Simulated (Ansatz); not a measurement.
**LiH: up Jacob's ladder to CCSD(T)**

The task here is to estimate one member of a computed series from the others.

Computed with Ansatz 0.2.0, Gaussian basis. Level: functionals in def2-TZVPP, the program's frozen cores in correlated methods.

The runs, in order: LDA (SPW92), PBE-D4, revPBE-D4, BLYP-D4, r2SCAN-D4, B97M-V, PBE0-D4, B3LYP-D4, r2SCANh-D4, r2SCAN0-D4, HSE06-D4, BHLYP-D4, CAM-B3LYP-D4, LC-ωPBE, ωB97X-V, ωB97M-V, B2PLYP, PBE-QIDH; CCSD(T)/def2-SVP; CCSD(T)/def2-TZVPP; CCSD(T)/def2-QZVPP; extrapolation to the limit; RPA on PBE.

## The geometry

The geometry comes from an earlier relaxation with PBE0-D4 in a triple-zeta def2 set; it is a stationary point.

2 atoms, charge 0, spin multiplicity 1.

Atoms are counted from 1 here; the program's logs count them from 0.

Bond lengths: Li1–H2 1.597 Å.

The first run:

Input file in.yaml:

```yaml
crystal:
  periodic: [false, false, false]
  atoms:
    - {symbol: Li, position_ang: [0.000000, -0.000000, 0.388738]}
    - {symbol: H, position_ang: [-0.000000, 0.000000, -1.208738]}
basis:
  gaussian: {orbitals: def2-TZVPP}
hamiltonian: {xc: lda}
output: {orbitals: {seedname: orbitals}}
```

Command:

```bash
> ansatz run in.yaml --threads 2 --pin off --events-out ev --progress --plain --max-ram 32768MiB --backend cpu
```

Steps of the session up to this table: LDA; PBE-D4 (GGA); revPBE-D4 (GGA); BLYP-D4 (GGA); r2SCAN-D4 (meta-GGA); B97M-V (meta-GGA); PBE0-D4 (hybrid); B3LYP-D4 (hybrid); r2SCANh-D4 (hybrid); r2SCAN0-D4 (hybrid); HSE06-D4 (hybrid); BHLYP-D4 (hybrid); CAM-B3LYP-D4 (range-separated); LC-ωPBE (range-separated); ωB97X-V (range-separated); ωB97M-V (range-separated); B2PLYP (double hybrid); PBE-QIDH (double hybrid).

One table of the session follows, with a row left open; its other results are not shown here.

It belongs to the step «Orbital energies across the functionals». 

```
  functional  HOMO (eV)  LUMO (eV)  gap (eV)
 LDA (SPW92)      -4.41      -1.48      2.92
      PBE-D4      -4.37      -1.56      2.82
   revPBE-D4      -4.35      -1.62      2.73
     BLYP-D4      -4.33      -1.65      2.68
   r2SCAN-D4      -4.52      -0.21      4.31
      B97M-V      -4.66      -1.41      3.25
     PBE0-D4      -5.45      -1.02      4.43
    B3LYP-D4      -5.32      -1.31      4.01
  r2SCANh-D4      -4.93      -0.16      4.77
  r2SCAN0-D4      -5.55      -0.14      5.42
    HSE06-D4      -5.04      -1.31      3.73
    BHLYP-D4      -6.53      -0.75      5.78
CAM-B3LYP-D4      -6.87      -0.59      6.28
     LC-ωPBE      -8.18       0.16      8.34
     ωB97X-V      -7.85       0.19      8.04
     ωB97M-V          ?          ?         ?
```

Estimate the missing values for ωB97M-V.

**Answer.** HOMO (eV): -7.69; LUMO (eV): -0.39; gap (eV): 7.29. In the column «HOMO (eV)» it lies between ωB97X-V (-7.85) and CAM-B3LYP-D4 (-6.87).
